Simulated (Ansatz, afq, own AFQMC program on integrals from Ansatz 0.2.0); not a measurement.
## H3O⁻, triplet in 6-31++G** along one coordinate

```xyz
4

O     0.0539   -0.0023    0.0000
H    -0.2773    0.9344    0.0000
H    -0.2892   -0.4486    0.8837
H    -0.2892   -0.4486   -0.8837
```

The O1–H3 distance is changed with both sides rigid. Energies in kJ/mol count from this geometry (1.048 Å) at the same level; the start stands on UHF, each point on the determinant named.

Basis 6-31++G**. Noble-gas cores (and the filled d shells of Ga–Kr and In–Xe) are frozen. AFQMC by an in-house program on the Cholesky factors that Ansatz 0.2.0 writes for its CCSD(T) run. ph-AFQMC/CISD is guided by a CISD state made of CCSD amplitudes; releasing the constraint for a short imaginary time cuts its bias at the price of noise, slowly where states lie close. Uncertainties: one standard error, sampling alone.

Cautions, each for one point or more: lower spins were not checked; the ph-AFQMC/CISD walk drifts between its halves.

```csv
r(O1–H3) / Å,det.,T1,weight,⟨S²⟩,CCSD(T),ph-AFQMC/CISD,released AFQMC,CCSDT(Q),PBE,PBE0
0.923,UHF,0.017,0.93,2.00,14.4,18.4 ± 1.4,14.5 ± 2.0,14.8,22.7,15.2
1.129,UHF,0.019,0.92,2.00,5.4,5.4 ± 1.7,5.9 ± 1.9,5.2,-0.6,3.3
1.462,UHF,0.022,0.92,2.00,-2.4,0.3 ± 1.9,-2.8 ± 2.1,-3.0,-11.3,-5.5
1.936,UHF,0.020,0.93,2.00,-37.0,-34.7 ± 1.8,-37.2 ± 2.4,-37.5,-28.6,-27.6
2.818,UHF,0.017,0.93,2.00,-51.8,-49.8 ± 2.2,-53.4 ± 2.3,-52.0,-30.5,-33.0
```

Weight is that of the determinant in the CISD state; at the start T1 is 0.018 and the weight 0.93, and ⟨S²⟩ is 2.00. Symmetry can't show for every point that it stays on the start's state. Largest departures from CCSDT(Q), at the points where its series has closed: CCSD(T) 0.5 kJ/mol at 1.462 (on UHF), ph-AFQMC/CISD 3.6 kJ/mol at 0.923 (on UHF), released AFQMC -1.4 kJ/mol at 2.818 (on UHF) (within the noise). The functionals aren't scored here. In this small basis the wave-function levels are far from their limit, so their gap to the functionals isn't the functionals' error.

Some points may be missing: those where a free walk finds a much lower state, and past Zn most of those on another determinant than at the start.

A walk keeps the symmetry of its determinant, which the program's search chose and which needn't be the lowest solution, so a lower state of the same spin and another symmetry isn't excluded. Released energies are given only where the last usable release times agree within the noise; a slower fall can still hide under it.
